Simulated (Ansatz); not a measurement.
This geometry of C$_{3}$H$_{4}$FN (9 atoms, charge 0, multiplicity 1) is a first-order saddle point.

Computed with RKS PBE-D4/def2-SVP in Ansatz.

```xyz
9
Properties=species:S:1:pos:R:3
C -0.392 1.504 -0.987
C 0.179 0.509 -0.338
C 0.702 -0.507 0.329
N -0.006 -1.526 0.986
F 2.053 -0.640 0.425
H -0.643 2.457 -0.487
H -0.638 1.434 -2.063
H -0.581 -1.186 1.763
H -0.584 -2.090 0.356
```

Which two structures does it join? (They come from a converged band through this point; their orientation in space is the band's.)

No bond is made or broken. The dihedral C2–C3–N4–H8 goes from -130 to 2°. The two ends are copies of one structure, up to a mirror image or an exchange of like atoms.

Initial state:

```xyz
9
Properties=species:S:1:pos:R:3
C -0.348 1.422 -1.205
C 0.126 0.550 -0.338
C 0.600 -0.407 0.451
N -0.051 -1.555 0.892
F 1.883 -0.372 0.891
H -0.763 2.400 -0.891
H -0.353 1.225 -2.296
H 0.016 -1.696 1.907
H -1.021 -1.614 0.573
```

Final state:

```xyz
9
Properties=species:S:1:pos:R:3
C -0.360 1.500 -1.101
C 0.135 0.481 -0.428
C 0.612 -0.489 0.344
N -0.088 -1.292 1.240
F 1.939 -0.768 0.368
H -0.530 2.491 -0.634
H -0.626 1.424 -2.174
H -1.092 -1.100 1.252
H 0.098 -2.294 1.117
```

How far does it lie above each of them?

0.132 eV above the first and 0.132 eV above the second. This is the barrier of this one path; another mechanism may lie lower.

Time of the run: 2.4 min on 1 thread of Intel(R) Xeon(R) 6975P-C (Granite Rapids) (shared host), peak memory 0.14 GiB.
